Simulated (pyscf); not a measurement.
5 gas-phase steps of one pattern: four-centre exchange on the singlet surface, Al–C + H–H or C–Ga + H–H or C–In + H–H broken and Al–H + C–H or C–H + Ga–H or C–H + H–In formed. PySCF, gas phase, ωB97X-D3(BJ)/def2-SVP geometries. Electronic energies in kJ/mol, from the separated reactants; ΔE‡ and ΔE at ωB97M-D3(BJ)/def2-TZVP. Rows were drawn at random from the steps of this pattern with a verified saddle, stable references and no exit in the data more than 5 kcal/mol lower.

```csv
row,step,ΔE,ΔE‡
1,H₃C–InH₂ (SMILES [CH3][InH2]) + H₂ (SMILES [H][H]) → CH₄ (SMILES C) + InH₃ (SMILES [InH3]),-51.5,142.3
2,H₃C–In(OH)–OH (SMILES [CH3][In]([OH])[OH]) + H₂ (SMILES [H][H]) → HO–InH–OH (SMILES [OH][InH][OH]) + CH₄ (SMILES C),-44.8,?
3,H₃C–GaH₂ (SMILES [CH3][GaH2]) + H₂ (SMILES [H][H]) → CH₄ (SMILES C) + GaH₃ (SMILES [GaH3]),-38.9,128.6
4,H₃C–Ga(OH)–OH (SMILES [CH3][Ga]([OH])[OH]) + H₂ (SMILES [H][H]) -> HO–GaH–OH (SMILES [OH][GaH][OH]) + CH₄ (SMILES C),-34.2,198.5
5,H₃C–Al(CH₃)–F (SMILES [CH3][Al]([CH3])[F]) + H₂ (SMILES [H][H]) → CH₄ (SMILES C) + H₃C–AlH–F (SMILES [CH3][AlH][F]),-22.6,124.0
```

### Question
From a straight line through the complete rows, estimate the missing barrier and say how far the line can be trusted.

### Answer
Over the 4 complete rows the means are -36.8 (ΔE) and 148.3 (ΔE‡); least squares gives b = -0.20 and a = 141.0 kJ/mol, with residuals of 29.7 kJ/mol (root mean square; largest 50.7, row 4). For row 2: 141.0 + -0.20 × (-44.8) = 150.0 kJ/mol. The computed barrier is 208.8 kJ/mol, 58.8 over the line. The scatter is large against the spread of the barriers, so the line says little here. Each barrier is that of the saddle found. Elements up to Kr have no core potential and no relativistic terms here. Elements past Kr carry the def2 core potentials, without spin-orbit coupling.
